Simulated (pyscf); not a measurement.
H₃C–AlH–O–SiH₃ + H₂ → H₃C–AlH₂ + HO–SiH₃, a four-centre exchange (singlet surface; Al–O, H–H broken, Al–H, H–O formed). Single points on ωB97X-D3(BJ)/def2-SVP structures (PySCF, gas phase). Energies in kcal/mol from the separated reactants.

Small-basis levels: PySCF, no dispersion term, spherical d functions. Cost: rough CPU time at the saddle relative to B3LYP/6-31G*, from one job on a shared machine.

| level | barrier | reaction energy | cost |
|---|---|---|---|
| HF/3-21G | 38.1 | +49.7 | 0.06 |
| HF/6-31G* | 40.5 | +33.9 | 0.09 |
| MP2/6-31G* | 35.0 | +41.6 | 0.1 |
| B3LYP/STO-3G | 13.9 | +36.3 | 0.6 |
| B3LYP/3-21G | 27.3 | +49.9 | 0.8 |
| M06-2X/6-31G* | 28.8 | +38.9 | 2 |
| B3LYP/6-311+G** | 28.1 | +33.8 | 2 |
| ωB97M-D3(BJ)/def2-TZVP | 27.8 | +35.7 | – |

Against the last row the barrier runs from -13.9 (B3LYP/STO-3G) to +12.7 kcal/mol (HF/6-31G*). ωB97M-D3(BJ)/def2-TZVP has limits of its own. On the product side the descent ends in an adduct with a Al–O contact, 22.5 kcal/mol under the separated species and 12.9 kcal/mol under the saddle at ωB97X-D3(BJ)/def2-TZVP. At ωB97M-D3(BJ) the saddle lies under the separated products, which points to a path from their complex (located at ωB97X-D3(BJ) alone), and parting the products costs more than the saddle. What is counted as broken (Al–O) persists as a longer contact in the product adduct; parting that adduct is a step of its own. At the saddle there is also a short Al–H contact that neither side keeps. One saddle was located; it need not be the lowest between these sides.
